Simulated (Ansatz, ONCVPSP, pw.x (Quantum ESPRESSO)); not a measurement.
**What a changed setting does to a pw.x run (fcc Ni)**

Potential: optimised norm-conserving Vanderbilt (ONCV), ONCVPSP 4.0.1.1 (patched build), LDA (Perdew-Wang 92); core [Ne], reference 3s2 3p6 3d8 4s1 4p1; waves: 3s+4s: rc 1.40 bohr, ncon 4, nbas 8, qcut 8.8 1/bohr, 3 projectors, debl 0.9 Ha; 3p+4p: rc 1.20 bohr, ncon 4, nbas 8, qcut 11 1/bohr, 2 projectors; 3d: rc 1.65 bohr, ncon 3, nbas 8, qcut 8.1 1/bohr, 1 projector; local part: polynomial inside 0.98 bohr (lpopt 5, dvloc0 0 Ha); core correction: Teter function, fcfact 3.25, rcfact 1.15.

The reference run (k-mesh 16³, cutoffs 115/460 Ry, Fermi–Dirac 0.01 Ry, mixing_beta 0.4, conv_thr 1e-9, no spin) gives 3.77 GPa at 10.008 Å³/atom, where all-electron LAPW gives 0.43 GPa. This run, with its own iteration cap, changes smearing to mv.

```
&control
  calculation='scf', prefix='x', pseudo_dir='./', outdir='./tmp', tstress=.true., disk_io='none'
/
&system
  ibrav=0, nat=1, ntyp=1, ecutwfc=115, ecutrho=460, nbnd=17,
  occupations='smearing', smearing='mv', degauss=0.01
/
&electrons
  conv_thr=1e-09, mixing_beta=0.4, electron_maxstep=50
/
ATOMIC_SPECIES
Ni 1.0 Ni.UPF
CELL_PARAMETERS angstrom
  0.00000000 1.71043182 1.71043182
  1.71043182 0.00000000 1.71043182
  1.71043182 1.71043182 0.00000000
ATOMIC_POSITIONS crystal
Ni 0.0000 0.0000 0.0000
K_POINTS automatic
16 16 16 0 0 0
```

```bash
pw.x < Ni.scf.in > Ni.scf.out
```

Question: How does the run end?

Answer: It converges in 6 iterations; the free energy moves by +83.9 meV/atom and the pressure by -1.17 GPa. This scheme is built to cancel the term in the square of the width that Fermi–Dirac smearing leaves in the F of a metal.

```
Message from routine setup:
     using ibrav=0 with symmetry is DISCOURAGED, use correct ibrav instead
     lattice parameter (alat)  =       4.5711  a.u.
     unit-cell volume          =      67.5373 (a.u.)^3
     number of electrons       =        18.00
     number of Kohn-Sham states=           17
     kinetic-energy cutoff     =     115.0000  Ry
     charge density cutoff     =     460.0000  Ry
     scf convergence threshold =      1.0E-09
     Exchange-correlation= SLA  PW   NOGX NOGC
     number of k points=   145  Marzari-Vanderbilt smearing, width (Ry)=  0.0100
     iteration #  1     ecut=   115.00 Ry     beta= 0.40
     total energy              =    -325.20242373 Ry
     estimated scf accuracy    <       0.01326267 Ry
     iteration #  2     ecut=   115.00 Ry     beta= 0.40
     total energy              =    -325.20553218 Ry
     estimated scf accuracy    <       0.00155950 Ry
     iteration #  3     ecut=   115.00 Ry     beta= 0.40
     total energy              =    -325.20571234 Ry
     estimated scf accuracy    <       0.00018130 Ry
     iteration #  4     ecut=   115.00 Ry     beta= 0.40
     total energy              =    -325.20571908 Ry
     estimated scf accuracy    <       0.00000095 Ry
     iteration #  5     ecut=   115.00 Ry     beta= 0.40
     total energy              =    -325.20571908 Ry
     estimated scf accuracy    <       0.00000020 Ry
     iteration #  6     ecut=   115.00 Ry     beta= 0.40
     the Fermi energy is    20.4137 ev
!    total energy              =    -325.20571909 Ry
     estimated scf accuracy    <          2.3E-10 Ry
     smearing contrib. (-TS)   =      -0.00030969 Ry
     The total energy is F=E-TS. E is the sum of the following terms:
     one-electron contribution =    -145.70705266 Ry
     hartree contribution      =      84.96703397 Ry
     xc contribution           =     -34.67246448 Ry
     ewald contribution        =    -229.79292622 Ry
     convergence has been achieved in   6 iterations
          total   stress  (Ry/bohr**3)                   (kbar)     P=       26.04
     Message from routine punch:
     Nothing written, as per user request (disk_io='none')
```

The run took about 20 s on one core of a shared host (Intel(R) Xeon(R) Platinum 8488C, 96 threads, 744 GiB, load 28).
